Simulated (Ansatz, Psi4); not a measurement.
**Heat of formation of NClO (nitrosyl chloride) from total energies**

NClO: 3 atoms, total charge 0, spin state singlet. SMILES: `O=NCl`. The coordinates come from a PBE0-D4/def2-TZVP relaxation.

```xyz
3

O     1.0001   -0.3383    0.5139
N     0.0520   -0.5996   -0.0358
Cl   -1.0521    0.9379   -0.4780
```

Total energies at wB97X-V/cc-pVTZ (Psi4 1.11); the atoms run unrestricted:

```
species    state  energy (Eh)
   NClO  singlet  -590.040504
      O  triplet   -75.063777
      N  quartet   -54.583869
     Cl  doublet  -460.087024
```

Harmonic wavenumbers at PBE0-D4/def2-TZVP, in cm⁻¹: 352, 638, 1944.

Measured heats of formation of the gaseous atoms at 298.15 K, in kJ/mol: O 249.2, N 472.4, Cl 121.3. Spin-orbit lowering of the atoms at 298 K (mean of the ground term's levels less their thermal mean, from spectra), in kJ/mol: O 0.40, Cl 3.44. Take 1 Eh = 2625.50 kJ/mol, 1 cm⁻¹ = 0.0119627 kJ/mol, RT = 2.479 kJ/mol.

Q: Work out the heat of formation of the gas at 298 K.

A: 
1. Electronic atomisation energy: (-75.063777) + (-54.583869) + (-460.087024) − (-590.040504) = 0.305834 Eh = 803.0 kJ/mol.
2. Zero-point energy: half the sum of the wavenumbers, 1467 cm⁻¹ = 17.5 kJ/mol.
3. Thermal vibrational enthalpy, Σ hcν̃/(exp(hcν̃/kT) − 1): 1.3 kJ/mol. Translation, rotation and pV of a non-linear molecule: 4 RT = 9.9 kJ/mol.
4. The 3 free atoms carry 5/2 RT each: 18.6 kJ/mol.
5. Spin-orbit coupling lowers the free atoms by 0.40 + 3.44 = 3.8 kJ/mol.
6. Atomisation enthalpy at 298 K: 803.0 − 3.8 − 17.5 − 1.3 − 9.9 + 18.6 = 789.1 kJ/mol.
7. Sum of the atoms' heats of formation: 842.9 kJ/mol. Heat of formation: 842.9 − 789.1 = +53.8 kJ/mol.

The tabulated value is +52.5 kJ/mol (Active Thermochemical Tables), so this level is off by +1.3 kJ/mol, or 0.2 % of the atomisation enthalpy that the table implies (790.5 kJ/mol). Anharmonicity and any spin-orbit splitting of the molecule are left out.
